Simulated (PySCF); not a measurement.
Input of a run (PBE0-D3(BJ)/def2-TZVP geometry optimisation, gas phase (PySCF 2.14.0)), started from GFN2-xTB:
```
{"job": {"xc": "PBE0", "basis": "def2-TZVP", "d3": "d3bj", "grid": 2, "kind": "geom"}, "charge": 0, "multiplicity": 1}
C      2.555667    -0.117481    -0.481351
C      1.313434    -0.205185    -0.064333
C      0.134385    -0.309212     0.342675
C     -1.129625    -0.390134     0.755536
C     -2.115564     0.553301     0.382565
S     -3.672863     0.464379     0.880109
H      2.875324     0.684193    -1.127092
H      3.296748    -0.843600    -0.189198
H     -1.435919    -1.202898     1.402375
H     -1.812704     1.371292    -0.264941
```

Output (energies in Eh, forces in Eh/bohr):
```
step   0  E = -590.72509297  max force = 0.020010
step   1  E = -590.72513735  max force = 0.004895
step   2  E = -590.72548279  max force = 0.003803
step   3  E = -590.72566941  max force = 0.001770
step   4  E = -590.72567559  max force = 0.004251
step   5  E = -590.72575833  max force = 0.000820
step   6  E = -590.72575461  max force = 0.000978
step   7  E = -590.72576709  max force = 0.000258
optimisation converged
```

Task: Summarise the run.

Result: The energy falls by 0.42 kcal/mol over 8 energy and gradient evaluations, the largest force component goes from 0.0200 to 2.6e-04 Eh/bohr, and the atoms move by 0.022 Å rms after alignment. The bond that changes most is C4–C5 (outer carbon of cumulated double bonds to thiocarbonyl carbon), which lengthens by 0.020 Å. Bonds longer at the end by more than 0.005 Å: 4 of 9; shorter: 1. Among the angles that change most is C4–C5–H10, from 117.7° to 115.1°. The energy rose by more than 1e-6 Eh at step 6. The first step brought 7 % of the lowering.

Task: What are the final bond lengths?

Result: C1=C2 1.313 Å, C2=C3 1.258 Å, C3=C4 1.328 Å, C4–C5 1.435 Å, C5=S6 1.622 Å, C1–H7 1.085 Å, C1–H8 1.085 Å, C4–H9 1.087 Å, C5–H10 1.091 Å. Numbering counts from 1 in the input's order; the species is `C(=S)C=C=C=C`.

The run used 216 basis functions and 69 SCF cycles in all.

Stationary, but not proved a minimum. One conformer, not necessarily the lowest.

Conformer computed: `[CH2:1]=[C:2]=[C:3]=[CH:4][CH:5]=[S:6]`: C3–C4–C5–S6 180°.
